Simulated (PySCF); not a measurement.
Run record: geometry optimisation, `O=c1cc1F`.

Method: PBE0-D3(BJ)/def2-TZVP geometry optimisation, gas phase (PySCF 2.14.0). Start geometry: GFN2-xTB. The input is one job of a driver script: a line of settings, then coordinates in Å.

Input:
```
{"job": {"xc": "PBE0", "basis": "def2-TZVP", "d3": "d3bj", "grid": 2, "kind": "geom"}, "charge": 0, "multiplicity": 1}
O     -1.506366    -1.312474     0.533160
C     -0.654936    -0.546349     0.228986
C     -0.168133     0.787170    -0.045258
C      0.691229    -0.241481    -0.148482
F      1.942526    -0.528689    -0.434909
H     -0.301198     1.843813    -0.128776
```

Output:
```
step   0  E = -289.69243139  max force = 0.018435
step   1  E = -289.69317455  max force = 0.003965
step   2  E = -289.69329699  max force = 0.002084
step   3  E = -289.69336517  max force = 0.001097
step   4  E = -289.69337054  max force = 0.000813
step   5  E = -289.69337617  max force = 0.000350
optimisation converged
```

Energies in Eh; «max force» is the largest Cartesian gradient component in Eh/bohr.

Task: Give the first gradient maximum in eV/Å.

Result: With 1 Eh/bohr = 51.422 eV/Å, 0.948 eV/Å.

Main results: final energy -289.69338 Eh after 5 steps; dipole 3.43 D.

The run took 29 s of wall time on one thread of an Arm Neoverse V1, on a shared host, and the process peaked at 0.61 GiB of memory.
Labels such as C1 count atoms from 1, the log's own numbers from 0.
